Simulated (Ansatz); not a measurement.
in.yaml

```yaml
crystal:
  periodic: [false, false, false]
  atoms:
    - {symbol: Br, position_ang: [-2.195270, 0.251057, 0.000000]}
    - {symbol: H, position_ang: [-0.051270, 0.251057, 0.000000]}
    - {symbol: N, position_ang: [0.988730, 0.251057, 0.000000]}
    - {symbol: H, position_ang: [1.257811, -0.753170, 0.000000]}
basis:
  gaussian: {orbitals: cc-pVDZ}
magnetization: {spin_polarized: false, initial_magnetization: 2}
hamiltonian: {pseudopotentials: {relativity: scalar}}
correlation: {active_space: {ras: {orbitals: [6, 2, 28], electrons: 14, max_holes: 2, max_particles: 2}, fixed_orbitals: true}}
```

```sh
$ ansatz run in.yaml --threads 1 --pin off --events-out ev --progress --plain --max-ram 2393MiB
```

(1) Roughly how long does this take on 1 thread of Arm Neoverse V1, shared host, and how much host memory?

```
540 factors; integrals over basis functions are off by at most 1.5e-3 eV
mean field evaluation 1: about -72179.5631 eV, gradient 1.2e1 eV
mean field evaluation 2: about -72179.5773 eV, gradient 1.2e1 eV
mean field evaluation 4: about -72180.7942 eV, gradient 2.4e0 eV
mean field evaluation 8: about -72180.9156 eV, gradient 1.2e-1 eV
mean field evaluation 16: about -72180.9184 eV, gradient 2.5e-6 eV
mean field evaluation 32: about -72180.8678 eV, gradient 7.2e-1 eV
mean field evaluation 64: about -72180.8455 eV, gradient 2.0e-1 eV
mean field evaluation 96: about -72180.8681 eV, gradient 1.9e0 eV
mean field evaluation 128: about -72180.8450 eV, gradient 8.3e-7 eV
mean field evaluation 160: about -72180.8568 eV, gradient 8.6e-2 eV
mean field evaluation 192: about -72180.9184 eV, gradient 1.4e-4 eV
mean field -72180.91840591 eV, -2652.5998254335 hartree, gradient 2.5e-6 eV, S^2 2.000000; 13 other end points of the search recorded, 0 dependent functions left out
reference -72180.91840591 eV, -2652.5998254335 hartree; 23, 21 occupied and 28, 30 virtual orbitals, 540 factors
state -72188.03041991 eV, -2652.8611871274 hartree
Total energy: -72188.03041991 eV, -2652.8611871274 hartree
Relativity: scalar
```

Natural occupations: 1.9842 1.9800 1.9744 1.9743 1.9690 1.9668 0.9979 0.9938 0.0233 0.0207 0.0110 0.0110 0.0104 0.0099 0.0096 0.0093 0.0068 0.0063 0.0058 0.0055 0.0052 0.0043 0.0042 0.0038.

Answers

(1) 9 s wall and 0.11 GiB.
